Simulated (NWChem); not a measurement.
Species: ethylamine (C$_{2}$H$_{7}$N); SMILES CCN

```xyz
10

C      0.2599    -1.2361    -0.0315
C     -0.5555     0.0424     0.0220
N      0.3032     1.2074    -0.0817
H     -0.3865    -2.1265    -0.0048
H      0.8663    -1.2666    -0.9493
H      0.9499    -1.3026     0.8263
H     -1.1931     0.0241     0.9335
H     -1.2549     0.0585    -0.8317
H     -0.2493     2.0621    -0.0738
H      0.9183     1.2617     0.7291
```
Atoms are numbered in this order, from 1.

Results from NWChem. Geometry: optimised at PBE0/def2-SVP. Ions are spin-unrestricted doublets at the neutral geometry; other ion states weren't tried.

Question: What does the run give for PBE/def2-SVP? Quantities: vertical ionisation energy, ΔSCF (eV); −ε(HOMO) (eV).

Answer: The vertical ionisation energy, ΔSCF (eV) comes out as 9.08 and the −ε(HOMO) (eV) is 4.94.
